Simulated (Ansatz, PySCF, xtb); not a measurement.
Stepwise substitution at one centre (B H-Cl). Gas-phase values, no solvent. Strings in code marks are SMILES.

Quantity: redistribution energy (mixed species minus the weighted end members), in kJ/mol.

Level 1: PBE-D3(BJ)/def2-TZVP // CAM-B3LYP-D3(BJ)/def2-TZVP (PySCF)
Level 2: frozen-core MP2/cc-pVQZ // CAM-B3LYP-D3(BJ)/def2-TZVP (Ansatz, a quantum-chemistry and plane-wave program)
Level 3: HF/6-31G* // CAM-B3LYP-D3(BJ)/def2-TZVP (PySCF)
Level 4: GFN2-xTB (xtb)

| species | level 2 | level 3 | level 4 |
|---|---|---|---|
| 2 of 3 H replaced by Cl: `ClBCl` | -14.10 | -18.56 | -28.28 |
| 1 of 3 H replaced by Cl: `BCl` | -11.77 | -16.66 | -28.53 |

### Question
What does level 1 give for each?

### Answer

- 2 of 3 H replaced by Cl: `ClBCl`: -17.22
- 1 of 3 H replaced by Cl: `BCl`: -15.00
